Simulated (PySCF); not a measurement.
## TDDFT beside published excitation energies

Published values to compare with (the computed states carry no symmetry labels, so the two lists aren't matched line by line):

| state | E (eV) | f | kind of transition | source |
| --- | --- | --- | --- | --- |
| 1Πg(partial double) | 4.01 |  | vertical absorption | [1] |
| 1Δg(double) | 5.22 |  | vertical absorption | [2] |
| 1Δg(genuine double) | 5.23 |  | vertical absorption | [1] |
| 1Σg+(genuine double) | 5.91 |  | vertical absorption | [1] |
| 1Σ+g(double) | 5.91 |  | vertical absorption | [2] |

[1] computed, theoretical best estimate (aug-cc-pVTZ), gas; Kossoski, Boggio-Pasqua, Loos, Jacquemin, double excitations: improvement and extension (2024), arXiv:2403.19597
[2] computed, theoretical best estimate (aug-cc-pVTZ, frozen core, CC3 geometry), gas; Veril, Scemama, Caffarel, Lipparini, Boggio-Pasqua, Jacquemin, Loos, WIREs Comput. Mol. Sci. 2021, 11, e1517 (QUESTDB)

Carbon trimer, C₃ (singlet state).
SMILES: `[C]=C=[C]`

Method used: TDDFT PBE0/def2-SVPD, vertical, gas phase, core orbitals frozen in the response (PySCF). Geometry: PBE0-D3(BJ)/def2-SVP; no solvent, vibrations or thermal averaging.

Computed singlets: 3.24 eV (f 0.042 summed over 2 states); 3.81 eV (f 0.000); 4.11 eV (f 0.000 summed over 2 states); 4.32 eV (f 0.000 summed over 2 states); 8.01 eV (f 1.002); 9.34 eV (f 0.008) [of 10 roots; the last level is left out, as the window may have cut its degenerate partner]. Computed triplets (Tamm–Dancoff): 1.91, 1.91, 2.66, 2.66 eV.

Note on [1]: supersedes the 2021 QUESTDB value where one exists.

States of double-excitation character are out of reach of adiabatic linear-response TDDFT and have no counterpart, or a poor one, in the computed list.

All these states lie below the vertical ionisation energy of 12.26 eV (ΔSCF).
